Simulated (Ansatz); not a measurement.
Born–Oppenheimer molecular dynamics of H9NSi2 (12 atoms, charge 0, multiplicity 1). It starts at the highest image of a converged band. Of that band: A structure lower than the last end lies on the path between it and the top, so the climb from that side starts below the end, which may itself be a saddle point or a shallow side well. Neighbouring images differ by up to 1.8 eV, so the band resolves the path poorly. A vibrational analysis at the climbing image gives one clearly imaginary mode, 1436i cm⁻¹, and a faint second one (20i cm⁻¹) that may be numerical noise or a soft torsion: probably a first-order saddle point.

Method: RKS PBE0-D4/6-31G* in Ansatz.

```
ensemble                      : NVE (velocity Verlet)
time step                     : 0.5 fs
steps asked                   : 194
starting velocities drawn for : 300 K
seed                          : 4730
```

First frame:

```xyz
12
Properties=species:S:1:pos:R:3
Si -0.547 0.044 -0.080
H -0.426 0.932 1.672
H 0.811 -0.470 0.226
Si -0.791 2.206 -0.913
H -2.256 2.506 -0.951
H -0.126 3.234 -0.070
H -0.287 2.312 -2.316
H -0.980 -0.822 -1.253
N -1.825 -0.674 1.119
H -1.748 -1.674 1.308
H -2.799 -0.439 0.930
H -1.243 0.119 1.825
```

Question: How far do the bonds stretch over the last three quarters of this one trajectory? (Pairs bonded in most of those frames.)

Answer: 
```json
{"bond": "Si1–H2", "mean (Å)": "1.515", "spread (Å)": "0.079", "shortest": "1.38", "longest": "1.64"}
{"bond": "Si1–H3", "mean (Å)": "1.501", "spread (Å)": "0.029", "shortest": "1.45", "longest": "1.55"}
{"bond": "Si1–Si4", "mean (Å)": "2.358", "spread (Å)": "0.034", "shortest": "2.30", "longest": "2.41"}
{"bond": "Si1–H8", "mean (Å)": "1.501", "spread (Å)": "0.025", "shortest": "1.46", "longest": "1.57"}
{"bond": "Si4–H5", "mean (Å)": "1.500", "spread (Å)": "0.014", "shortest": "1.47", "longest": "1.53"}
{"bond": "Si4–H6", "mean (Å)": "1.498", "spread (Å)": "0.021", "shortest": "1.46", "longest": "1.53"}
{"bond": "Si4–H7", "mean (Å)": "1.504", "spread (Å)": "0.033", "shortest": "1.45", "longest": "1.56"}
{"bond": "N9–H10", "mean (Å)": "1.018", "spread (Å)": "0.011", "shortest": "1.00", "longest": "1.04"}
{"bond": "N9–H11", "mean (Å)": "1.019", "spread (Å)": "0.022", "shortest": "0.98", "longest": "1.06"}
{"bond": "N9–H12", "mean (Å)": "1.020", "spread (Å)": "0.018", "shortest": "0.98", "longest": "1.05"}
```

Pairs bonded in part of these frames only: Si1–N9 12 %.

Mean temperature of the second half: 1278 K. The conserved energy stayed within 0.15 meV per atom of its start (net change 0.024 meV per atom), so the integration is sound. The kinetic energy rose, since the run started high on the potential surface and went downhill. It ends in pieces (H3N + H6Si2), so much of that is their flight and rotation, not heat. A run of 0.097 ps of so small a system gives no equilibrium averages. The orbitals stay closed-shell, which can raise the energy where a bond breaks towards radicals; this wasn't checked here.

The run took 9.5 min on 1 thread of Arm Neoverse V2, on a shared host, peak memory 0.14 GiB.
